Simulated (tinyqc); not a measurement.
A ladder of methods, and size consistency: correlation methods against full CI in the sto-3g basis, for H2O, spin multiplicity 1. Computed by the program tinyqc with PySCF. All electrons correlated; +Q is the Davidson correction (1 - c0^2) E_corr. The last columns treat two copies 100 angstrom apart as one system. FCI is the lowest singlet.

Geometry (angstrom):
```
atom       x        y       z
O     0.0000   0.0000  0.0000
H     0.0000   0.7140  0.5420
H     0.0000  -0.7310  0.5540
```

RHF energy of one = -74.947619 hartree

Correlation energies (hartree):
```
method   E_corr of one  share of FCI (%)  E_corr of two at 100 angstrom  two minus twice one (mhartree)
MP2           -0.03144            72.647                       -0.06287                           0.000
CISD          -0.04277            98.834                       -0.08385                           1.687
CISD+Q        -0.04365           100.866                       -0.08709                           0.206
CCSD          -0.04318            99.777                       -0.08635                           0.000
CCSD(T)       -0.04324            99.916                       -0.08647                           0.000
FCI           -0.04327           100.000                              -                               -
```

What does the comparison show, and why?

MP2 recovers 73 %, CISD 98.8 % and CCSD 99.8 % of the FCI value (c0^2 = 0.979 in CISD). MP2 and coupled cluster are size consistent, so their last column vanishes; CISD loses 1.69 mhartree, since a double excitation on each copy is a quadruple of the pair, and the Davidson correction leaves +0.21.
